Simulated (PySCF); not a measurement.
## AlFH2: core ionisation energies

Species: AlH2F.
Structure used (PBE0-D3(BJ)/def2-SVP), in Å, numbered top down from 1:
```
atom  x, y, z in Å
Al1    0.031    0.051   -0.002
H2     1.606   -0.066    0.017
H3    -0.807    1.390   -0.019
F4    -0.830   -1.375    0.004
```

Method used: delta-SCF UKS SCAN, pcX-2 on the ionised atom, pcseg-1 elsewhere, spin-free X2C in PySCF. These are vertical core ionisation energies against the vacuum level, from separate self-consistent calculations with and without the core hole.

**Question.** Give the core binding energies atom by atom.

**Answer.** 
```json
{"atom(s)": "F4", "environment": "fluorine bonded to Al", "level": "F 1s", "binding energy (eV)": "691.77", "count": "1"}
{"atom(s)": "Al1", "environment": "aluminium bonded to F and 2 H", "level": "Al 1s", "binding energy (eV)": "1568.48", "count": "1"}
```

**Question.** Give the binding energy of F 1s of F4 in hartree and in kJ/mol.

**Answer.** 691.77 eV = 25.4221 Eh = 66746 kJ/mol.

**Question.** Which effective nuclear charge Zeff reproduces each element's mean 1s value in the hydrogen-like formula E = 13.606 eV × Zeff²?

**Answer.** F (Z = 9): mean 691.8 eV, Zeff = 7.13, Z − Zeff = 1.87; Al (Z = 13): mean 1568.5 eV, Zeff = 10.74, Z − Zeff = 2.26. Means run over the listed sites, weighted by atom count.

Isolated species at its PBE0-D3(BJ)/def2-SVP geometry, gas phase.

The run took 4.6 s on one thread of an Arm Neoverse N1, shared host.
